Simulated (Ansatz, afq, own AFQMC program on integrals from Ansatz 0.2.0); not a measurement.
Atomization energy of HfB, sextet, worked out

```yaml
atoms:
  - { symbol: Hf, position_ang: [0.0000, 0.0000, 0.0000] }
  - { symbol: B, position_ang: [0.0000, 0.0000, 2.1360] }
```

Basis def2-SVP with its core potentials. Noble-gas cores (and the filled d shells of Ga–Kr and In–Xe) are frozen. Ansatz 0.2.0 and our own AFQMC program on the same integrals; the CISD trial comes from CCSD amplitudes, and released means the phaseless constraint is let go. Uncertainties: one standard error, sampling alone. No spin–orbit coupling. The metal's outer-core s and p shells are frozen, which shifts wave-function levels against functionals.

Total energies in eV. CBS is CCSD(T) at the limit of def2-TZVPP/QZVPP (extrapolated itself); the highest rung of each member is named.

Cautions: no spin-orbit coupling; outer-core shells of the metal frozen; HfB (sextet): another spin lies lower, raised T1 diagnostic (T1 0.047, weight of the determinant 0.88, largest double 0.07), (T) is large, 6 % of the CCSD correlation, the released energies have errors that jump between times, so the bars are unsure, so no released level is given (meV from the phaseless value at times in 1/Eh: -19.1 ± 2.4 at 0.60, 51 ± 87 at 1.20, -49 ± 10 at 2.00, -28 ± 25 at 3.00, -54 ± 4 at 4.20), though the last usable value meets CCSDT(Q) within the noise, its ph-AFQMC/CISD value lies 59 ± 3 meV above CCSDT(Q).

| member | count | CCSD(T)/def2-SVP | highest rung in def2-SVP | which | CCSD(T)/CBS |
| --- | --- | --- | --- | --- | --- |
| Hf (triplet) | +1 | -1290.0505 | -1290.0727 | FCI | -1290.8548 |
| B (doublet) | +1 | -668.2655 | -668.2746 | FCI | -669.4648 |
| HfB, sextet | -1 | -1960.2677 | -1960.3171 | CCSDT(Q) | -1962.2689 |

Task: Work out the best estimate of the atomization energy: the CCSD(T)/CBS difference plus the step from CCSD(T) to the highest rung.

Result: Sums with the counts: CCSD(T)/CBS 1.9493 eV, highest rung 1.9698 eV, CCSD(T)/def2-SVP 1.9517 eV. The step is 1.9698 − 1.9517 = 0.0181 eV, so the best estimate is 1.9493 + (0.0181) = 1.9674 eV. The basis set is worth -0.002 eV of it. Zero-point, core-correlation and spin–orbit terms aren't in it.

Best estimates are given only where the step beyond CCSD(T) is under 0.3 eV and no member's determinant is very poor (T1 over 0.05, or 0.07 for open shells, ⟨S²⟩ too high by 0.3, two states mixed), so the hardest cases are missing from such tables.

CCSDT and higher add their correlation energy to the determinant of the CCSD(T) run, since their own runs factorise the integrals more tightly (a shift of under 2 meV). Each member of a difference takes its own highest rung, so a best estimate needn't equal the limit plus the step of one row. The exponents were fitted on light atoms, and def2 sets of heavy atoms don't grow evenly, so the limit is rough here.
